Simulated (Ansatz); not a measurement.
## Cost against result

Saddle point of SiNH4Cl, closed shell (SiNH₄Cl ([NH2][SiH2][Cl]) → SiNH₃ ([NH][SiH2]) + HCl; bonds formed: Cl2–H4; bonds broken: Si1–Cl2, N3–H4), PBE0-D4/def2-TZVP structure:

Si1  (-0.176, 0.433, 0.842)
Cl2  (1.044, -2.141, -0.745)
N3  (-0.219, 0.350, -0.770)
H4  (0.270, -0.644, -1.070)
H5  (-0.739, 1.622, 1.519)
H6  (0.408, -0.639, 1.650)
H7  (-0.589, 1.020, -1.425)
(Å)

Barriers are electronic and count from the start structure reached by relaxing down the imaginary mode.

Program: Ansatz 0.2.0. Basis: as named in each row. Cores are frozen in the correlated methods. B3LYP uses VWN-RPA correlation. Extrapolation: Hartree–Fock as exp(−7.88 √X), correlation as X^−2.97.

Times are rough, for one single point on 2 threads of a shared host (Arm Neoverse V2).

The estimate by CCSD(T) at an estimated basis limit (MP2 extrapolated from triple and quadruple zeta, plus CCSD(T) − MP2 in triple zeta) is 3.177 eV.

```csv
method,basis,time (s),barrier (eV),method less estimate
HF,STO-3G,under 1,4.383,1.206
SPW92,def2-SVP,under 1,2.983,-0.194
PBE-D4,STO-3G,under 1,3.193,0.016
B3LYP-D4,6-31G,under 1,2.335,-0.842
PBE-D4,def2-SVP,under 1,2.989,-0.188
PBE0-D4,def2-SVP,under 1,3.227,0.050
CCSD(T),def2-SVP,1,3.356,0.178
SPW92,def2-TZVPP,1,2.901,-0.276
PBE-D4,def2-TZVPP,2,2.940,-0.237
BLYP-D4,def2-TZVPP,2,2.836,-0.341
PBE0-D4,def2-TZVPP,2,3.171,-0.006
B3LYP-D4,def2-TZVPP,2,3.042,-0.135
BHLYP-D4,def2-TZVPP,2,3.285,0.107
CAM-B3LYP-D4,def2-TZVPP,3,3.154,-0.023
r2SCAN-D4,def2-TZVPP,4,3.122,-0.056
B2PLYP,def2-TZVPP,4,3.136,-0.041
PBE-QIDH,def2-TZVPP,4,3.316,0.139
wB97M-V,def2-SVP,4,3.308,0.130
r2SCAN0-D4,def2-TZVPP,4,3.267,0.089
RPA on PBE,def2-TZVPP,6,3.213,0.036
wB97X-V,def2-TZVPP,6,3.276,0.098
wB97M-V,def2-TZVPP,6,3.218,0.040
B97M-V,def2-TZVPP,8,3.209,0.032
MP2,def2-QZVPP,11,3.201,0.024
CCSD(T),def2-TZVPP,26,3.244,0.067
```

All methods are single points on the PBE0-D4 structures.

The T1 diagnostic stays at or below 0.018.

Labels in which every atom is bracketed show which atoms are joined, not bond orders.
